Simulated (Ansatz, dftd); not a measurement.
System: NF3, charge 0, singlet. NF3 (SMILES FN(F)F).
B3LYP-D3(BJ)/def2-TZVP minimum from Ansatz (an electronic-structure program):
```
N
F 1 1.3779
F 1 1.3779 2 102.01
F 1 1.3779 2 102.01 3 105.23
```

Property: atomisation energy (electronic, to ground-state atoms), in kcal/mol. Open shells are spin-unrestricted; no spin-orbit coupling. Cores are frozen in correlated methods. Rows without X2C or -DK are non-relativistic. CBS(X,Y): correlation extrapolated as X^-3, Hartree-Fock from the larger set (Q,5: extrapolated as (X+1)exp(-9√X)). A bracket is a step between two methods taken in the basis named. Functionals run without relativity, which enters their misses. Double hybrids freeze cores in their MP2 part. 'core' is core correlation in cc-pwCVTZ, 'X2C' scalar relativity in cc-pVTZ-DK, both at CCSD(T).

```json
[
 {"level": "B3LYP/def2-TZVPD", "program": "Ansatz", "atomisation energy (kcal/mol)": "207.0", "difference against the last row": "-0.3"},
 {"level": "PBE0-D4/def2-TZVPD", "program": "Ansatz + dftd4", "atomisation energy (kcal/mol)": "209.1", "difference against the last row": "1.8"},
 {"level": "B2GP-PLYP-D4/def2-TZVPD", "program": "Ansatz + dftd4", "atomisation energy (kcal/mol)": "197.4", "difference against the last row": "-9.9"},
 {"level": "CCSD/cc-pVTZ", "program": "Ansatz", "atomisation energy (kcal/mol)": "176.5", "difference against the last row": "-30.8"},
 {"level": "CCSDT(Q)/cc-pVDZ", "program": "Ansatz", "atomisation energy (kcal/mol)": "164.5", "difference against the last row": "-42.8"},
 {"level": "CCSD(T)/CBS(cc-pVQZ,cc-pV5Z) + [CCSDT(Q) - CCSD(T)]/cc-pVDZ + core + X2C", "program": "Ansatz", "atomisation energy (kcal/mol)": "207.3", "difference against the last row": "0.0"}
]
```
